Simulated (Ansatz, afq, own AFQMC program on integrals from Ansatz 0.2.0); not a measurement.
## Where AFQMC and coupled cluster stand for SiGeH₂, singlet

```xyz
4

Si    0.0000    0.0000    1.4302
Ge    0.0000    0.0000   -0.6158
H     0.0000    1.2330    2.2639
H     0.0000   -1.2330    2.2639
```

Connectivity, by distances: SiH2–Ge.

Basis cc-pVDZ. Noble-gas cores (and the filled d shells of Ga–Kr and In–Xe) are frozen. Integrals, coupled cluster, full CI and functionals: Ansatz 0.2.0; the random walks run on the same integrals in our own AFQMC program. The CISD trial takes its coefficients from CCSD amplitudes. Released means that phaseless walkers are propagated on without the constraint, phases kept. Free projection: walkers drawn from exp(T), propagated without any constraint. Its projection time is finite, and what remains of the start isn't in its error. Uncertainties: one standard error, sampling alone. No spin–orbit coupling.

Determinant: RHF, the one that the program's search chose, which needn't be the lowest solution. The geometry is a point of a scan.

No full CI on the walks' own integrals is used here; CCSDT(Q) serves as the reference and is uncertain by about the last step of the cluster series.

Cautions: no relativity below Rb; no spin-orbit coupling; inner d shell frozen; restricted determinant unstable towards unrestricted (UHF 26 meV lower, ⟨S²⟩ 0.25); the released energies are still falling, so no released level is given (meV from the phaseless value at times in 1/Eh: -7 ± 12 at 0.24, -5 ± 12 at 0.51, -11 ± 10 at 0.99, -42 ± 11 at 1.62, -50 ± 12 at 2.40), though the last usable value meets CCSDT(Q) within the noise.

* T1 diagnostic: 0.0189
* weight of the determinant in the CISD state: 0.852
* size of the correlated space: 10 electrons in 36 orbitals

```csv
level,correlation energy (eV)
MP2,-4.4229
CCSD,-5.4426
CCSD(T),-5.6423
```

Question: Estimate where phaseless AFQMC with the Hartree–Fock trial lies against CCSD(T) on the same integrals.

Answer: 1.94 ± 1.73 mEh below CCSD(T). The gap is under twice the noise, so this walk alone can't tell the two apart.

Reference: CCSDT(Q), correlation energy -5.690 eV.

```json
{"level": "CCSD(T)", "E − E(reference) (mEh)": "1.74", "share of correlation (%)": "99.17"}
{"level": "CCSDT", "E − E(reference) (mEh)": "0.52", "share of correlation (%)": "99.75"}
{"level": "ph-AFQMC/HF", "E − E(reference) (mEh)": "-0.20 ± 1.73", "share of correlation (%)": "100.10"}
{"level": "ph-AFQMC/CISD", "E − E(reference) (mEh)": "1.51 ± 0.44", "share of correlation (%)": "99.28"}
{"level": "free AFQMC", "E − E(reference) (mEh)": "0.37 ± 0.36", "share of correlation (%)": "99.82"}
```

Free projections are given only where their last times agree within the noise and don't stop above the reference; a slow remainder of the start can still hide under it. A walk keeps the symmetry of its determinant, which the program's search chose and which needn't be the lowest solution, so a lower state of the same spin and another symmetry isn't excluded.
